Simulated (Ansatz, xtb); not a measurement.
# Ranking isomers of CH6OSi

3 gas-phase structures of CH6OSi, found in a search over its isomers (lower ones may exist). Each was relaxed with GFN2-xTB:

A. `CO[SiH3]`, a singlet
B. `C[SiH2]O`, a singlet
C. `OC[SiH3]`, a singlet

**Question.** Which do you expect lowest at r2SCAN-D4/def2-SVP, and how would the others follow?

**Answer.** Calculated order at r2SCAN-D4/def2-SVP: B (0.000), A (0.951), C (1.875) eV.

Energies above the lowest of each column, in eV; the last columns are at B3LYP-D4/def2-TZVP geometries:

```csv
structure,GFN2-xTB,HF/STO-3G,r2SCAN-D4/def2-SVP,B3LYP-D4/def2-TZVP,CCSD(T)/def2-TZVP
B,0.069,0.000,0.000,0.000,0.000
A,0.000,0.484,0.951,0.937,0.966
C,1.836,0.962,1.875,2.094,2.144
```

CCSD(T)/def2-TZVP puts B lowest; GFN2-xTB picks A. Flexible structures stand in one conformer each, not always the lowest.

Programs: Ansatz 0.2.0, xtb 6.7.1.
